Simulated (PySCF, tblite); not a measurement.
## Complex of formaldehyde and dimethyl sulfide

A gas-phase complex of formaldehyde and dimethyl sulfide; neutral, singlet. The structure comes from a short search (6 tight-binding starts) and was relaxed by PBE0-D3(BJ)/def2-SVPD; another way of binding may lie lower. No frequency run checks that it is a minimum.

```tsv
part	name	SMILES	atoms	charge	multiplicity
1	formaldehyde	C=O	1–4	0	1
2	dimethyl sulfide	CSC	5–13	0	1
```

| atom | part | x (Å) | y (Å) | z (Å) |
| --- | --- | --- | --- | --- |
| C1 | 1 | -0.043 | -0.135 | 0.149 |
| O2 | 1 | 0.080 | -1.335 | 0.151 |
| H3 | 1 | -1.012 | 0.362 | -0.082 |
| H4 | 1 | 0.820 | 0.550 | 0.308 |
| C5 | 2 | -1.983 | -0.857 | 2.690 |
| S6 | 2 | -0.707 | 0.402 | 2.881 |
| C7 | 2 | 0.677 | -0.668 | 3.314 |
| H8 | 2 | -2.905 | -0.352 | 2.376 |
| H9 | 2 | -1.684 | -1.583 | 1.918 |
| H10 | 2 | -2.165 | -1.375 | 3.641 |
| H11 | 2 | 0.861 | -1.392 | 2.506 |
| H12 | 2 | 0.479 | -1.199 | 4.255 |
| H13 | 2 | 1.562 | -0.032 | 3.442 |

```json
{"contact": "S6···C1", "kind (by geometry)": "closest for its radii", "distance (Å)": "2.862", "angle (°)": "-"}
{"contact": "H11···O2", "kind (by geometry)": "C–H hydrogen bond", "distance (Å)": "2.482", "angle (°)": "129"}
{"contact": "H9···O2", "kind (by geometry)": "C–H hydrogen bond", "distance (Å)": "2.510", "angle (°)": "128"}
```

Interaction energies are complex less parts, with the parts frozen as they stand in it; counterpoise-corrected, in kcal/mol (PySCF).

(1) How strongly do the parts interact, level by level?

(2) What holds them together? Decompose the wB97M-D3(BJ)/def2-SVPD energy: frozen parts, their antisymmetrised product, then relaxation.

The parts were also relaxed and run alone, at the levels used for the complex: shieldings by PBE0/pcSseg-2; core levels by delta-SCF with SCAN, pcX-2 on the ionised atom and pcseg-1 elsewhere, spin-free X2C.

Values alone: C7–H11 bond (Å): 1.100; shielding of H11 (ppm): 29.27; shielding of O2 (ppm): -448.9; shielding of H9 (ppm): 29.27; shielding of C7 (ppm): 161.5; O2 1s core level (eV): 539.29; C5 1s core level (eV): 291.28; C7 1s core level (eV): 291.28.

(3) How do these values change when the complex forms?

Results:

(1) 
```json
{"level": "wB97M-D3(BJ)/def2-SVPD", "interaction": "-4.91", "superposition error removed": "-1.36"}
{"level": "PBE0-D3(BJ)/def2-SVPD", "interaction": "-6.06", "superposition error removed": "-1.30"}
```

(2) electrostatic -11.9, Pauli repulsion +16.2, orbital relaxation -7.7, dispersion correction -2.8 kcal/mol, which sum to the value before the counterpoise correction; the Pauli term holds the exchange-correlation of the frozen density too. Of the attraction, 53 % is electrostatic, 34 % is orbital relaxation, 13 % is dispersion correction.

(3) 
```csv
property,alone,in the complex,change
C7–H11 bond (Å),1.100,1.101,+0.001
shielding of H11 (ppm),29.27,29.56,+0.29
shielding of O2 (ppm),-448.9,-263.2,+185.7
shielding of H9 (ppm),29.27,29.52,+0.25
shielding of C7 (ppm),161.5,164.3,+2.8
O2 1s core level (eV),539.29,537.49,-1.80
C5 1s core level (eV),291.28,291.33,+0.05
C7 1s core level (eV),291.28,291.32,+0.04
```

The core-hole state of O2 is spin-contaminated (⟨S²⟩ 0.81 against 0.75 for a pure doublet), so that value and differences from it are less sure.
